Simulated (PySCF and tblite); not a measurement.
The numbers below are computed, except where a source is named.
C5H10O, numbered as in [CH3:1][C:2](=[O:3])[CH:4]([CH3:5])[CH3:6].

First level. Search: ETKDG and KDG, MMFF94s, GFN2-xTB, 90 starts; geometries at PBE0-D3(BJ)/def2-SVP. Free energies are PBE0-D3(BJ)/def2-TZVP (IEF-PCM, chloroform) single points with GFN2-xTB rigid-rotor and vibrational terms (modes under about 100 cm⁻¹ blended into free rotors). Symmetry numbers and mirror images are counted. Conformers within 3 kcal/mol (GFN2-xTB free energy) were kept, 8 at most. GIAO shieldings: PBE0/pcSseg-1 (IEF-PCM, chloroform). Shifts are against TMS (¹H), TMS (¹³C) at the same level. Codes: tblite and PySCF.

It gives, at 298.15 K, with 2 conformers (largest weight 82 %): ¹H: 2.38 (H4, 1H), 2.22 (H1, 3H), 1.04 (H5/H6, 6H) ppm. ¹³C: 222.1 (C2), 43.9 (C4), 30.3 (C1), 20.4 (C5/C6) ppm.

Second level: PBE0-D3(BJ)/def2-SVP geometries, energies B97-D-D3(BJ)/6-311G**, shieldings wB97X-D/pcSseg-1, starting guess atom, on up to 4 of the same conformers.

Task: How do the averaged shifts change?

Result: 
```csv
signal,first,second,change (ppm)
H1,2.22,2.08,-0.13
H4,2.38,2.14,-0.24
H5/H6,1.04,1.03,-0.01
C1,30.3,29.9,-0.4
C2,222.1,216.8,-5.4
C4,43.9,42.4,-1.5
C5/C6,20.4,20.1,-0.3
```

The largest weight becomes 88 %.

Shifts are unscaled: against experiment ¹³C can be off by 15 ppm or more and ¹H by 0.8 ppm.
